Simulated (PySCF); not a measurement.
## Reproducing measurements on formyl fluoride

**What was measured.**

NIST CCCBDB Release 22 (SRD 101), experimental dipoles lists, for the gas: dipole moment 2.081 D.

The results are set against them at the end.

Formyl fluoride, CHFO.
Numbering: `[O:1]=[CH:2][F:3]` (hydrogens: H4 on C2)

Structure used (GFN2-xTB), in Å, numbered top down from 1:
```
atom  x, y, z in Å
O1    -0.8847   -0.8541   -0.0014
C2    -0.0888    0.0053   -0.0056
F3     1.2298   -0.2387   -0.0072
H4    -0.2461    1.0922   -0.0087
```

The PySCF runs (gas phase, on this GFN2-xTB geometry; no spin–orbit coupling):

| level | job | basis functions | wall time |
| --- | --- | --- | --- |
| B3LYP/def2-SVPD | 8 singlets by full TDDFT, 3 Tamm–Dancoff triplets, polarisability | 74 | 1.8 s |

Hardware: x86-64 server, one thread, no GPU (shared host).

**Comparison with experiment**

**Dipole moment.** Measured: 2.081 D (NIST CCCBDB Release 22 (SRD 101), experimental dipoles).

```tsv
level	computed (D)	computed − measured (D)	% (from the printed values)
B3LYP/def2-SVPD	2.116	+0.035	+2
```

The computed dipoles belong to one fixed geometry; measured ones are averaged over vibrations unless marked μe. Magnitudes are compared, not signs.

No measured geometry was used, and the causes of the misses weren't examined.
